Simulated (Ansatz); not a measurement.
SbH⁺, doublet: from triple and quadruple zeta to the limit

```yaml
atoms:
  - { symbol: Sb, position_ang: [0.0000, 0.0000, 0.0000] }
  - { symbol: H, position_ang: [0.0000, 0.0000, 1.7130] }
```

Ansatz 0.2.0, UHF determinant, valence electrons correlated, core potentials past Kr. Energies in eV.

| set | X | functions | Hartree–Fock | MP2 correlation | CCSD(T) correlation | time |
| --- | --- | --- | --- | --- | --- | --- |
| def2-TZVPP | 3 | 64 | -6517.8598 | -1.9464 | -2.5462 | 6 s on 1 × NVIDIA H100 80GB HBM3 with 1 thread of AMD EPYC 7R13 Processor (Zen 3), with other jobs on the host |
| def2-QZVPP | 4 | 112 | -6517.9017 | -2.1116 | -2.6808 | 8 s on 1 × NVIDIA H100 80GB HBM3 with 1 thread of AMD EPYC 7R13 Processor (Zen 3), with other jobs on the host |

Hartree–Fock is taken to follow E(X) = E∞ + A·exp(−7.88·√X), correlation E(X) = E∞ + B·X^−2.97.

Cautions: no spin-orbit coupling; inner d shell frozen.

Task: Work out the CCSD(T) energy at the limit, and how far the shortcut misses it that extrapolates MP2 and adds CCSD(T) minus MP2 from the smaller set.

Result: Hartree–Fock: E∞ = E4 + 0.1377·(E4 − E3) = -6517.9074. Correlation: E∞ = E4 + 0.7407·(E4 − E3) = -2.7805 for CCSD(T) and -2.2340 for MP2. The limit is -6520.6879 eV, 0.105 eV below def2-QZVPP. The shortcut gives a correlation energy of -2.2340 + (-0.5998) = -2.8337, 53 meV lower than the direct value.

The exponents were fitted on light atoms, and def2 sets of heavy atoms don't grow evenly, so the limit is rough here.
